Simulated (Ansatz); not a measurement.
Ideal-gas functions of ClH₃SSi, SMILES `S[SiH2]Cl` at 600 K and 1 bar, from an Ansatz frequency run at PBE0-D4/def2-TZVP.

Molar mass 98.63 g/mol, point group C1 (symmetry number 1), electronic degeneracy 1, moments of inertia 36.9, 211.203, 238.971 u Å². Harmonic wavenumbers (cm⁻¹, unscaled): 162, 218, 491, 509, 572, 695, 800, 870, 932, 2256, 2273, 2708.

Use S(trans) = R[1.5 ln M + 2.5 ln T − 1.1517]; rotational temperatures θ = 24.2544 K / I; S(rot) = R[ln(√π/σ · √(T³/θAθBθC)) + 1.5]; for each mode x = 1.438777 ν̃/T, S = R[x/(eˣ − 1) − ln(1 − e⁻ˣ)] and H = RT x/(eˣ − 1); 1 cm⁻¹ = 0.0119627 kJ/mol; R = 8.31446 J/(mol·K).

Q: By hand: the entropy, in J/(mol·K).

A: Translation 180.7. Rotation: θ = 0.6573, 0.1148, 0.1015 K, giving 117.3. Vibration, mode by mode: 16.23, 13.80, 7.42, 7.15, 6.31, 4.97, 4.07, 3.56, 3.17, 0.24, 0.23, 0.09, in all 67.2. Electronic 0.0. Sum 365.2 J/(mol·K).

Q: By hand: H − E and G − E in kJ/mol, counted from the electronic energy.

A: Zero-point energy ½ × 12486 × 0.0119627 = 74.7; thermal vibration 22.1; translation, rotation and pV give 4 RT = 20.0. H − E = 116.8 kJ/mol, and G − E = 116.8 − 600 × 365.2/1000 = -102.3 kJ/mol.

Vibration gives 18 % of the entropy. The sum counts one conformer and one mirror image; others add a mixing term.
